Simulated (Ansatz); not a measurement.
Ansatz (a program for electronic structure) input:

Ansatz 0.2 input:
```yaml
crystal:
  periodic: [false, false, false]
  atoms:
    - {symbol: P, position_ang: [0.00293147, 0.00160888, 0.12817703]}
    - {symbol: H, position_ang: [-0.00384980, 1.18388197, -0.65609339]}
    - {symbol: H, position_ang: [1.01199153, -0.61366513, -0.65676338]}
    - {symbol: H, position_ang: [-1.05211382, -0.59435001, -0.60979871]}
basis:
  gaussian:
    orbitals: def2-TZVP
hamiltonian:
  xc: b3lyp
  dispersion: d3bj
phonons: {temperatures: {t_min: 298.15, t_max: 298.15, t_step: 100}}
```

Q: Which total energy does the run end on?

A: -343.17885 Eh (B3LYP-D3(BJ)/def2-TZVP). The basis has 55 functions.
